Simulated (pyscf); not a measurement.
PySCF, gas phase, ωB97X-D3(BJ)/def2-SVP geometries.

Task: PBE/def2-TZVP puts the barrier of HO–SiH₂–O–PH₂ + hydrogen (H₂) -> H₃Si–O–PH₂ + water (H₂O) (four-centre exchange; singlet surface; O–Si, H–H broken, H–Si, H–O formed) at 2.11 eV and the reaction energy at +0.89 eV, from the separated reactants. What do r²SCAN/def2-TZVP, B3LYP-D3(BJ)/def2-TZVP, ωB97M-D3(BJ)/def2-TZVP give on the same structures?

Result: r²SCAN: ΔE‡ = 2.29 eV, ΔE = +1.02 eV; B3LYP-D3(BJ): ΔE‡ = 2.42 eV, ΔE = +0.96 eV; ωB97M-D3(BJ): ΔE‡ = 2.39 eV, ΔE = +0.95 eV. PBE's barrier lies under all of them, by 0.19 to 0.32 eV. Its reaction energy lies under all of them, by 0.05 to 0.12 eV. On the product side the descent ends in a complex (not fully relaxed), 0.19 eV under the separated species and 1.66 eV under the saddle at ωB97X-D3(BJ)/def2-TZVP. H₃Si–O–PH₂ lies 0.25 eV over its isomer HO–SiH₂–PH₂, and others may lie lower still (electronic energy, ωB97M-D3(BJ)). One saddle was located; it need not be the lowest between these sides.
